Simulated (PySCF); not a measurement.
**How methods differ on the electron affinity of O**

O⁻ [He] 2s2 2p5 (2P) → O [He] 2s2 2p4 (3P), as a difference of total energies. All numbers are calculated (PySCF 2.14, the spin-free X2C one-electron Hamiltonian (Gaussian nucleus), in dyall-av3z). Correlated levels: valence: 1s2 frozen; virtual orbitals above 40 to 60 times the deepest correlated orbital energy dropped. The calculations carry no spin-orbit coupling.

Order these methods by the electron affinity they give, lowest first.
A. B97-3
B. PBE
C. LC-wPBE
D. MP2 (valence)

D (1.415 eV), A (1.459 eV), C (1.579 eV), B (1.787 eV).

Errors of the correlated levels include the incompleteness of this basis and the frozen core.

A negative affinity means that the anion lies above the atom at that level of theory.

In the anion the highest occupied orbital energy is positive at LDA, PBE, PBE0, r2SCAN, B97-3, a self-interaction effect; the basis confines that electron, and the energy difference can still be sensible.

For comparison: 1.461 eV (measured; photodetachment measurements, as compiled on the Wikipedia data page of electron affinities).
